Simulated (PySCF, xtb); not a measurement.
Protons, H atoms and electrons added to or taken from CC#C. Gas-phase values, no solvent. Strings in code marks are SMILES.

Quantity: bond dissociation enthalpy (X–H) at 298 K, in kJ/mol. Enthalpy corrections at 298 K come from GFN2-xTB frequencies (xtb).

Level 1: M06-2X/def2-TZVP // B3LYP-D3(BJ)/def2-TZVP (PySCF)
Level 2: B3LYP/3-21G // B3LYP-D3(BJ)/def2-TZVP (PySCF)
Level 3: BP86/6-31G* // B3LYP-D3(BJ)/def2-TZVP (PySCF)
Level 4: M06-2X/6-31G* // B3LYP-D3(BJ)/def2-TZVP (PySCF)

```tsv
species	level 2	level 3	level 4
H atom removed from C3: `C#C[CH2]`	376.1	368.5	385.6
H atom removed from C1: `[C]#CC`	566.0	546.1	557.1
```

### Question
What does level 1 give for each?

### Answer

- H atom removed from C3: `C#C[CH2]`: 382.3
- H atom removed from C1: `[C]#CC`: 563.1
